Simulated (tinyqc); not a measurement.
Inside a calculation. Method: extended Hueckel theory, for CH4-. The parameters take no account of the charge, which enters only through the electron count, and nothing here shows that the anion is bound. One step of it, computed by the program tinyqc.

Task: Mulliken analysis. P = C n C^T; charge = valence electrons (C 4, H 1) minus the sum of (P S)_ii on the atom; overlap population = 2 sum P_ij S_ij between two atoms.

coefficients:
```
             MO1        MO2        MO3        MO4        MO5        MO6        MO7        MO8
1C 2s   0.633260   0.000000   0.000000   0.000000   0.000000   0.000000   0.000000   1.697197
1C 2px  0.000000   0.303532  -0.374169  -0.253078   0.870210   0.526162  -0.569593   0.000000
1C 2py  0.000000   0.327514  -0.027700   0.433762   0.727789  -0.258747   0.872881   0.000000
1C 2pz  0.000000   0.311104   0.394224  -0.209725  -0.267592   1.007349   0.521720   0.000000
2H 1s   0.168337   0.531902  -0.004316  -0.016395  -0.719271  -0.689187  -0.446031  -0.726547
3H 1s   0.168337  -0.189177  -0.418167  -0.269361  -0.221669   0.120260   1.061920  -0.726547
4H 1s   0.168337  -0.162098  -0.026961   0.506167  -0.067672   0.968965  -0.497796  -0.726547
5H 1s   0.168337  -0.180627   0.449445  -0.220410   1.008611  -0.400037  -0.118093  -0.726547
```

occupations: 2.000000  2.000000  2.000000  2.000000  0.333333  0.333333  0.333333  0.000000

overlap S, lower triangle:
```
           1C 2s     1C 2px     1C 2py     1C 2pz     2H 1s     3H 1s     4H 1s     5H 1s
1C 2s   1.000000
1C 2px  0.000000   1.000000
1C 2py  0.000000   0.000000   1.000000
1C 2pz  0.000000   0.000000   0.000000   1.000000
2H 1s   0.506328   0.288544   0.288544   0.288544  1.000000
3H 1s   0.506328   0.288544  -0.288544  -0.288544  0.158314  1.000000
4H 1s   0.506328  -0.288544   0.288544  -0.288544  0.158314  0.158314  1.000000
5H 1s   0.506328  -0.288544  -0.288544   0.288544  0.158314  0.158314  0.158314  1.000000
```

Give: charges; Overlap populations.

Result:

charges: 1C -0.680, 2H -0.080, 3H -0.080, 4H -0.080, 5H -0.080

Overlap populations:
```
pair      value
2-1    0.371020
3-1    0.371020
3-2   -0.083746
4-1    0.371020
4-2   -0.083746
4-3   -0.083746
5-1    0.371020
5-2   -0.083746
5-3   -0.083746
5-4   -0.083746
```
